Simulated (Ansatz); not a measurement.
# [SiH3]− (SMILES [SiH3-]): CCSDTQ/3-21G

What is the energy change on altering one bond length of [SiH3]− at CCSDTQ/3-21G? 

The calculation is run with Ansatz 0.2.0.

2 further runs of the same task are left out: 2 set aside as unsound or not needed.

**1. The molecule**

[SiH3]− has 4 atoms, charge -1, and is taken as a singlet. SMILES: `[SiH3-]`. The coordinates come from a PBE0-D4/def2-TZVPD relaxation.

Bond lengths: Si1–H2 1.546 Å, Si1–H3 1.546 Å, Si1–H4 1.546 Å. Angles: H2–Si1–H3 94.1°, H2–Si1–H4 94.1°, H3–Si1–H4 94.1°.

**2. The energy at CCSDTQ/3-21G**

run.yaml reads:

```yaml
crystal:
  periodic: [false, false, false]
  atoms:
    - symbol: Si
      position_ang: [0.539700, -0.050700, -0.300900]
    - symbol: H
      position_ang: [0.426600, 0.622300, 1.085900]
    - symbol: H
      position_ang: [-0.298500, -1.283700, 0.106800]
    - symbol: H
      position_ang: [-0.667800, 0.712200, -0.891800]
basis:
  gaussian: {orbitals: 3-21G.json}
total_charge: -1
correlation: {method: ccsdtq, frozen_orbitals: {H: 0, Si: 5}}
accuracy: high
scf: {omitted_lower_state_checks: [cluster_reference, increment]}
```

The basis set 3-21G is read from a file made from the Basis Set Exchange's data (not shown).

Launch:

```console
$ ansatz run run.yaml --threads 1 --pin off --max-ram 2610MiB --events-out events.jsonl --progress --plain --runs-dir runs
```

The log of the run (excerpt; [...] marks lines left out):

```text
Warning: RAYON_NUM_THREADS=1 ignored (pool sized by the plan → 1); use --threads N
Functional definition: HF
  name "HF"
[...]
380 factors; integrals over basis functions are off by at most 4.0e-9 eV
[...]
mean field -7866.38087754 eV, -289.0841652250 hartree, gradient 2.4e-8 eV, S^2 0.000000; 0 other end points of the search recorded, 0 dependent functions left out
5 core orbitals not correlated: weight in the atoms' cores, before any rotation towards them, 1.000 or more for the frozen orbitals, at most 0.000 for the correlated occupied ones
reference -7866.38087754 eV, -289.0841652250 hartree; 4, 4 occupied and 10, 10 virtual orbitals, 380 factors
second order -1.58531510 eV of doubles, -0.00000000 eV of singles
cycle   1  -1.96924250 eV  change   -3.8e-1 eV  update   5.6e-2
[...]
cycle  18  -2.18987355 eV  change  -3.4e-10 eV  update  1.5e-10
Total energy: -7868.57075109 eV, -289.1646415936 hartree
Checks for a lower state left out: cluster_reference, increment
```

It took 1.7 s on 1 thread of Intel Xeon Platinum 8488C (Sapphire Rapids), shared host.

**3. The distorted shape at the same level**

input.yaml reads:

```yaml
crystal:
  periodic: [false, false, false]
  atoms:
    - symbol: Si
      position_ang: [0.567973, -0.218940, -0.647580]
    - symbol: H
      position_ang: [0.426600, 0.622300, 1.085900]
    - symbol: H
      position_ang: [-0.270227, -1.451940, -0.239880]
    - symbol: H
      position_ang: [-0.639527, 0.543960, -1.238480]
basis:
  gaussian:
    orbitals: 3-21G.json
total_charge: -1
correlation:
  method: ccsdtq
  frozen_orbitals: {H: 0, Si: 5}
accuracy: high
scf:
  omitted_lower_state_checks: [cluster_reference, increment]
```

The basis set 3-21G is read from a file made from the Basis Set Exchange's data (not shown).

Launch:

```console
$ ansatz run input.yaml --threads 1 --pin off --max-ram 2610MiB --events-out events.jsonl --progress --plain --runs-dir runs
```

The log of the run (excerpt; [...] marks lines left out):

```text
Warning: RAYON_NUM_THREADS=1 ignored (pool sized by the plan → 1); use --threads N
[... 2 set-up lines as earlier in the session ...]
[...]
375 factors; integrals over basis functions are off by at most 3.3e-9 eV
[...]
mean field -7865.85861392 eV, -289.0649723911 hartree, gradient 1.8e-8 eV, S^2 0.000000; 0 other end points of the search recorded, 0 dependent functions left out
5 core orbitals not correlated: weight in the atoms' cores, before any rotation towards them, 1.000 or more for the frozen orbitals, at most 0.000 for the correlated occupied ones
reference -7865.85861392 eV, -289.0649723911 hartree; 4, 4 occupied and 10, 10 virtual orbitals, 375 factors
second order -1.63461778 eV of doubles, -0.00000000 eV of singles
cycle   1  -2.04651008 eV  change   -4.1e-1 eV  update   6.4e-2
[...]
cycle  19  -2.32315721 eV  change   8.6e-11 eV  update  6.3e-10
Total energy: -7868.18177113 eV, -289.1503468437 hartree
Checks for a lower state left out: cluster_reference, increment
```

Run time: 1.8 s. Hardware: 1 thread of Intel Xeon Platinum 8488C (Sapphire Rapids), shared host.

**4. What came out**

Level: CCSDTQ/3-21G, 5 core orbitals frozen.

```
                                                          quantity          value
                                         first shape: total energy  -289.16464 Eh
          first shape: correlation energy (5 core orbitals frozen)      -80.5 mEh
                                        first shape: T1 diagnostic          0.009
                                     distorted shape: total energy  -289.15035 Eh
      distorted shape: correlation energy (5 core orbitals frozen)      -85.4 mEh
                                    distorted shape: T1 diagnostic          0.014
energy change with the Si1–H2 bond stretched from 1.546 to 1.932 Å       0.389 eV
```

What this shows: With the Si1–H2 bond stretched from 1.546 to 1.932 Å the energy rises by 0.39 eV (37.5 kJ/mol). The first shape isn't relaxed at this level, so the change isn't measured from a minimum.
